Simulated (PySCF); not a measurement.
Species: C₃H₆N₂.
Geometry (PBE0-D3(BJ)/def2-SVP, Å), atoms numbered from 1 in this order:
```xyz
11
C3H6N2 angstrom
N     -1.4861   -0.1434    0.6593
C     -0.2191    0.5416    0.5039
C      0.8436   -0.2423   -0.2298
C      2.2223   -0.3382    0.2029
N      1.5616   -1.3506    0.5299
H     -1.3283   -1.0439    1.1102
H     -1.8854   -0.3553   -0.2536
H     -0.3931    1.4962   -0.0231
H      0.1649    0.8103    1.5029
H      0.5953   -0.4894   -1.2744
H      3.2418    0.0445    0.3014
```

Level of theory: TDDFT wB97X-D/def2-SVPD, vertical, gas phase, core orbitals frozen in the response in PySCF.

Transition dipole moments from the ground state, in atomic units and in the frame of the coordinates above (overall signs are arbitrary), for the states with f of 0.002 or more among the lowest 8:

```tsv
state	E (eV)	μx	μy	μz
S2	6.061	-0.011	-0.245	-0.015
S3	6.854	0.302	-0.185	-0.295
S4	7.451	-0.206	-0.202	0.041
S5	7.788	-0.239	-0.016	0.085
S6	7.848	0.007	0.347	0.016
S7	8.024	0.239	-0.049	0.397
S8	8.255	-0.138	-0.181	-0.001
```

(1) Work out the oscillator strengths.

(2) What angle do the transition dipoles of S6 and S7 make?

(3) How is the summed strength of these states shared among x, y and z?

Answers

(1) f = (2/3) ΔE |μ|² with ΔE in hartree (27.2114 eV).

```csv
state,|μ|² (au),|μ| (D),f
S2,0.060,0.62,0.009
S3,0.212,1.17,0.036
S4,0.085,0.74,0.016
S5,0.065,0.65,0.012
S6,0.121,0.88,0.023
S7,0.217,1.18,0.043
S8,0.052,0.58,0.010
```

(2) |cos θ| = |μa·μb| / (|μa| |μb|) = 0.06, so θ ≈ 87° (taken between 0 and 90°, since the signs are arbitrary).

(3) (2/3) Σ ΔE μα² gives 0.049 for x, 0.052 for y and 0.047 for z, 0.149 in all.

All these states lie below the vertical ionisation energy of 9.36 eV (ΔSCF).

On an x86-64 server with one thread, on a shared host, this took 43 s of wall time.

One conformer stands for the species.
